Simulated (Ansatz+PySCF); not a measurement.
The numbers below are computed, except where a source is named.
A run of Ansatz (development build ahead of 0.2.0) on quintet N2H2 at this shape:

```xyz
4

N    -1.8196    0.0000    0.0000
H    -0.7826    0.0000    0.0000
N     1.6804    0.0000    0.0000
H     2.7174    0.0000    0.0000
```

Its results:

```yaml
Converged: yes
Reference_energy: -109.94977 hartree
Correlation_energy: -0.29071 hartree
Total_energy: -110.24047 hartree
Spin_squared_of_the_determinant: 6.000
Stability_test: minimum among restricted orbitals
Occupied_orbitals_by_symmetry_in_an_Abelian_subgroup_alpha;_beta: 6 A1 2 B1 2 B2; 6 A1
```

Which input gives this output? Name the method, the orbitals and the basis set, and write the input.

ROHF-MP2 in cc-pVTZ.

```yaml
crystal:
  periodic: [false, false, false]
  atoms:
    - { symbol: "N", position_ang: [-1.81961, 0.0, 0.0] }
    - { symbol: H, position_ang: [-0.78261, 0.0, 0.0] }
    - { symbol: "N", position_ang: [1.68039, 0.0, 0.0] }
    - { symbol: H, position_ang: [2.71739, 0.0, 0.0] }
basis:
  gaussian: { orbitals: cc-pVTZ }
magnetization:
  initial_magnetization: 4
hamiltonian:
  xc: hf
correlation:
  method: mp2
  frozen_orbitals: { H: 0, "N": 1 }
```
